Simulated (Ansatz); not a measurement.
fcc Au was calculated with LDA (Ansatz, an electronic-structure program, PAW).

Settings: plane-wave cutoff 500 eV, 14×20×1 k mesh (along the axes of the cell as run), Fermi–Dirac smearing 0.1 eV, scalar-relativistic PAW data made under PBE.

### Question
Estimate the surface energy of the (110) face and work function of the (110) face that the calculation returns.

### Answer

- surface energy of the (110) face: 1.42 J/m²
- work function of the (110) face: 5.37 eV

The slab of 12 atoms is relaxed and unreconstructed.

Spin–orbit coupling is not included; it can shift volumes and moduli of such heavy elements.

Computed values are for the static lattice.

The result took about 40 core-minutes (a rough figure).
